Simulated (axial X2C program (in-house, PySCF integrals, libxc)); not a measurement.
# Low determinants of SiCl at the PBE0 level, 2c

All values were computed with an in-house all-electron X2C program for linear molecules (integrals from PySCF). Two-component (2c) means X2C with spin–orbit coupling and atomic mean-field two-electron Coulomb and Gaunt terms. Basis: Cl dyall-av3z [9s8p3d2f], Si dyall-v3z [8s7p2d1f] (cores contracted in-house); Gaussian nuclei, density fitting, unrestricted open shells. Masses: Cl 34.969 u, Si 27.977 u.

Search at 2.081 Å (vertical energies from the lowest determinant):

| ΔE (eV) | state | electrons beyond evenly filled partner blocks | electrons in ±ω = 1/2, 3/2, 5/2, 7/2 |
| --- | --- | --- | --- |
| 0.00 | Ω = 1/2 | ω = 1/2 | 25 6 0 0 |
| 0.03 | Ω = 3/2 | ω = 3/2 | 24 7 0 0 |
| 4.23 | Ω = 1/2 | 2 × ω = -1/2, ω = 3/2 | 24 7 0 0 |
| 4.55 | Ω = 5/2 | 2 × ω = 1/2, ω = 3/2 | 24 7 0 0 |
| 4.57 | Ω = 1/2 | ω = 1/2 | 23 8 0 0 |
| 5.24 | Ω = 5/2 | ω = -1/2, 2 × ω = 3/2 | 25 6 0 0 |
| 6.17 | Ω = 3/2 | ω = 3/2 | 26 5 0 0 |

Lowest determinant, Ω = 1/2 (⟨Sz⟩ = -0.50, ⟨Lz⟩ = 1.00 at PBE0): Re = 2.079 Å, ωe = 528.1 cm⁻¹.

The determinant in row 2 of the search, Ω = 3/2 (⟨Sz⟩ = 0.50, ⟨Lz⟩ = 1.00 at PBE0), was followed along the bond at PBE0; measured from the minimum of the lowest determinant it gives:

Te = 0.027 eV (219 cm⁻¹), Re = 2.079 Å, ωe = 527.8 cm⁻¹.

Q: Compare the bond of the determinant in row 2 with that of the lowest one.

A: At PBE0 its Re is the same within 0.001 Å and its force constant, which goes as ωe², is 1.00 times that of the lowest determinant. T0 ≈ Te + Δωe/2 = 219 + (0) = 219 cm⁻¹.

The search compares states at one distance, so a state with another bond length can lie lower; it is not exhaustive and yields mostly the lowest determinant of each block pattern, so other components and higher states of one pattern are missing. These are energies of single determinants, not of spin-adapted states; PBE0 term energies can be off by some tenths of an eV, and the functional has no current term.
